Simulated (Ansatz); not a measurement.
Input for Ansatz (development build ahead of 0.2.0):

```yaml
crystal:
  periodic: [false, false, false]
  atoms:
    - { symbol: P, position_ang: [0.0, 0.0, 0.11976] }
    - { symbol: H, position_ang: [1.1008, 0.0, -0.59881] }
    - { symbol: H, position_ang: [-0.5504, 0.95332, -0.59881] }
    - { symbol: H, position_ang: [-0.5504, -0.95332, -0.59881] }
basis:
  gaussian: { orbitals: "6-31G" }
hamiltonian:
  xc: hf
```

The input is written out in the form of the current development build from the run's settings.

Output:

| Quantity | Value |
| --- | --- |
| Converged | yes |
| Total energy | -342.37672 hartree |
| Spin squared of the determinant | 0.000 |
